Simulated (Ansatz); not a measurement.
Predict the output of the script below (the Ansatz DFT code, driven from Python).

Input file `bclh5n.xyz`:
```text
8

N     0.79780    0.17650    0.06340
B    -0.65680   -0.27790   -0.11450
Cl   -1.81270    1.02560    0.52630
H     0.99510    0.33600    1.07710
H     1.43820   -0.56460   -0.30050
H     0.95720    1.06200   -0.46820
H    -0.83790   -1.29150    0.48680
H    -0.88100   -0.46600   -1.27040
```

Script `bclh5n.py`:
```python
'''Path and barrier for turning a threefold group of BClH5N.'''

import ansatz as az
import numpy as np

system = az.Crystal.molecule_from_extxyz('bclh5n.xyz')

base = system.calculation().basis(gaussian='6-31G*').functional('B3LYP')
symbols = [site.symbol for site in system.cartesian_sites]
start = np.array([site.position_ang for site in system.cartesian_sites], dtype=float)
summary = base.relax(force_tolerance=0.005, max_steps=100).run().report
end = np.array(summary['positions_ang'])

# the end point is the same minimum with the three like atoms permuted
first, second, third = [3, 4, 5]
turned = end.copy()
turned[[first, second, third]] = end[[second, third, first]]
listed = lambda xyz: [{'symbol': s, 'position_ang': p.tolist()} for s, p in zip(symbols, xyz)]
deck = base.input().to_dict()
deck['crystal']['atoms'] = listed(end)
deck['neb'] = {'final_atoms': listed(turned), 'images': 3, 'initial_path': 'idpp', 'f_tol': 0.03, 'max_iterations': 40}
rounds = []
band = az.Session.from_dict(deck).plan().execute(on_event=lambda e: rounds.append(e['data']) if e['event'] == 'neb_iteration' else None)
for each in rounds:
    print(f'round {each["iteration"]:2d}  largest band force {each["band_force_max_ev_ang"]:.4f} eV/A')
images = rounds[-1]['images']
for image in images:
    print(f's = {image["path_coordinate_ang"]:6.3f} A   {23.060548 * (image["lagrangian_ev"] - images[0]["lagrangian_ev"]):8.3f} kcal/mol')
```

```console
$ python bclh5n.py
round  1  largest band force 0.8448 eV/A
round  2  largest band force 0.5305 eV/A
round  3  largest band force 0.1235 eV/A
round  4  largest band force 0.0084 eV/A
s =  0.000 A      0.000 kcal/mol
s =  0.713 A      1.088 kcal/mol
s =  1.426 A      2.129 kcal/mol
s =  2.139 A      1.087 kcal/mol
s =  2.852 A     -0.001 kcal/mol
```

Notes:
- The energies are electronic: no zero-point or thermal terms, and the basis set is short of its limit.
- b3lyp holds the VWN-RPA fit, as in Gaussian; the form of ORCA and Turbomole is b3lyp5.
- It ran for 81 s on 1 thread of Arm Neoverse V1 (shared host), peak memory 0.2 GiB.
